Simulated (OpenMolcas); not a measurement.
**singlet NH: a two-point extrapolation**

The species is NH (2 atoms), meant as a singlet with charge 0. SMILES of the parent species: `[NH+]`. The shape is that of a GFN2-xTB optimisation. That shape belongs to the parent species and isn't relaxed for this state.

```xyz
2

N     0.0000    0.0000    0.0000
H     0.0000    0.0000    1.0926
```

CCSD(T) energies, 1 core orbital frozen (OpenMolcas 26.06):

```
  basis  X  functions  Hartree–Fock (Eh)  correlation (Eh)
cc-pVDZ  2         19         -54.854714         -0.160627
cc-pVTZ  3         44         -54.870603         -0.197024
cc-pVQZ  4         85         -54.874979         -0.208067
```

The correlation energy converges as X⁻³, the Hartree–Fock energy about exponentially.

Task: Estimate the basis-set limit from the two largest sets.

Result: 
1. Correlation: E(∞) = (4³ E(4) − 3³ E(3))/(4³ − 3³) = (64 × (-0.208067) − 27 × (-0.197024))/37 = -0.216125 Eh.
2. Hartree–Fock: successive steps shrink by 0.275; summing the geometric tail gives -54.874979 + (-0.004376) × 0.275/(1 − 0.275) = -54.876642 Eh.
3. Total: -54.876642 + (-0.216125) = -55.092767 Eh.
4. cc-pVQZ holds 96.3 % of the extrapolated correlation energy, cc-pVTZ 91.2 %.

This is an estimate of the method's limit, not an exact energy.
